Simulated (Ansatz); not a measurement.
The inner images of a band of BH4N + H (7 atoms, charge 0, multiplicity 2) are given out of order.

These are results of Ansatz, UKS PBE-D4/def2-mTZVP, not measurements.

First end point:

```xyz
7
Properties=species:S:1:pos:R:3
B -0.050 0.118 -0.319
H -0.288 -0.309 0.779
N 1.251 0.016 -0.810
H 2.018 -0.399 -0.286
H 1.536 0.351 -1.728
H -0.892 0.627 -1.009
H 0.338 -0.404 3.763
```

Last end point:

```xyz
7
Properties=species:S:1:pos:R:3
B 0.045 -0.199 -0.561
H -0.169 -0.364 2.183
N 1.333 -0.015 -1.025
H 2.074 -0.705 -0.912
H 1.655 0.823 -1.517
H -0.851 0.591 -0.678
H -0.174 -0.131 2.900
```

Problem. Put them in order from the first end to the last, with their energies above the first end.
A.
```xyz
7
Properties=species:S:1:pos:R:3
B -0.029 0.242 -0.112
H 0.032 -0.254 1.436
N 1.211 0.020 -0.680
H 1.988 -0.396 -0.165
H 1.458 0.245 -1.645
H -0.964 0.727 -0.685
H 0.217 -0.584 2.239
```
B.
```xyz
7
Properties=species:S:1:pos:R:3
B -0.111 0.061 -0.509
H 0.013 -0.380 2.036
N 1.227 0.025 -0.853
H 1.922 -0.515 -0.340
H 1.635 0.531 -1.644
H -0.961 0.691 -1.072
H 0.190 -0.413 2.772
```
C.
```xyz
7
Properties=species:S:1:pos:R:3
B -0.058 -0.101 -0.618
H -0.069 -0.370 2.194
N 1.279 0.001 -0.952
H 1.993 -0.643 -0.617
H 1.667 0.729 -1.559
H -0.923 0.641 -0.992
H 0.025 -0.257 2.934
```
D.
```xyz
7
Properties=species:S:1:pos:R:3
B -0.040 0.123 -0.235
H -0.246 -0.269 0.883
N 1.248 0.011 -0.755
H 2.028 -0.387 -0.236
H 1.510 0.314 -1.690
H -0.903 0.605 -0.919
H 0.317 -0.396 3.342
```
E.
```xyz
7
Properties=species:S:1:pos:R:3
B -0.019 0.166 -0.151
H -0.170 -0.138 1.004
N 1.244 0.002 -0.715
H 2.045 -0.359 -0.201
H 1.464 0.227 -1.683
H -0.912 0.602 -0.826
H 0.262 -0.500 2.962
```
F.
```xyz
7
Properties=species:S:1:pos:R:3
B -0.090 0.194 -0.318
H 0.043 -0.351 1.766
N 1.209 0.032 -0.758
H 1.937 -0.425 -0.209
H 1.553 0.349 -1.668
H -0.977 0.735 -0.913
H 0.239 -0.535 2.490
```
G.
```xyz
7
Properties=species:S:1:pos:R:3
B -0.003 0.207 -0.067
H -0.081 -0.102 1.120
N 1.228 -0.003 -0.678
H 2.027 -0.392 -0.180
H 1.433 0.210 -1.652
H -0.925 0.668 -0.685
H 0.235 -0.589 2.531
```

Solution. D (+0.5 kJ/mol), E (+2.8 kJ/mol), G (+9.6 kJ/mol), A (+27.1 kJ/mol), F (+17.7 kJ/mol), B (+13.1 kJ/mol), C (+12.6 kJ/mol).

Time of the run: 3.4 min on 1 thread of Arm Neoverse V2 (shared host), peak memory 0.11 GiB.
